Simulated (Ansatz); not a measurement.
Isolated molecules relaxed with PBE0-D4/def2-TZVP in Ansatz; ΔE leaves out vibrations. CCSD(T)/CBS is the MP2 limit (def2-TZVPP, def2-QZVPP) plus CCSD(T) − MP2 in def2-TZVPP, frozen cores. This one scheme is used for every species, atoms too. Functionals use def2-TZVPP. Open shells (•) are unrestricted, without spin–orbit coupling. Spin–orbit coupling would lower the free atoms: a little for C, Cl.

`ClC1(Cl)CC1` → 3 C• + 2 Cl• + 4 H•  (atomization)

```
             level  ΔE (kJ/mol)  difference from CCSD(T)/CBS
         r2SCAN-D4       3407.5                         32.6
           PBE0-D4       3439.9                         65.0
        r2SCANh-D4       3387.0                         12.1
           ωB97M-V       3402.1                         27.2
            B2PLYP       3333.5                        -41.4
            revPBE       3340.4                        -34.5
            r2SCAN       3402.3                         27.4
           r2SCAN0       3351.7                        -23.2
         CAM-B3LYP       3357.7                        -17.2
       HF/def2-SVP       2456.7                       -918.2
  CCSD(T)/def2-SVP       3214.7                       -160.2
     HF/def2-TZVPP       2424.7                       -950.2
    MP2/def2-TZVPP       3381.2                          6.3
   CCSD/def2-TZVPP       3220.0                       -154.9
CCSD(T)/def2-TZVPP       3285.0                        -89.9
      HF/CBS(def2)       2428.2                       -946.7
       CCSD(T)/CBS       3374.9                            0
```

Largest T1 diagnostic among the species: 0.009.

In def2-TZVPP, CCSD(T) changes the Hartree–Fock value by +860.3 kJ/mol (the triples alone add +65.0 kJ/mol) and MP2 by +956.5 kJ/mol; breaking electron pairs costs correlation energy, which Hartree–Fock lacks. From PBE to PBE0 (25 % exact exchange), in def2-TZVPP and without D4, ΔE moves by −60.9 kJ/mol: exact exchange takes away binding that semilocal exchange gives to molecules. Leaving LDA and LC-ωPBE aside and taking each functional with its dispersion term where it has one, the values, not all of them listed here, spread over 248.3 kJ/mol, from BHLYP-D4 to PBE-D4. LDA lies +474.8 kJ/mol from PBE without D4, its usual overbinding.

For atomizations the MP2-based limit and the directly extrapolated one differ by several kJ/mol either way, and by 10 to 25 for some Ge, Se and Sn compounds, so smaller differences from it don't rank the levels.
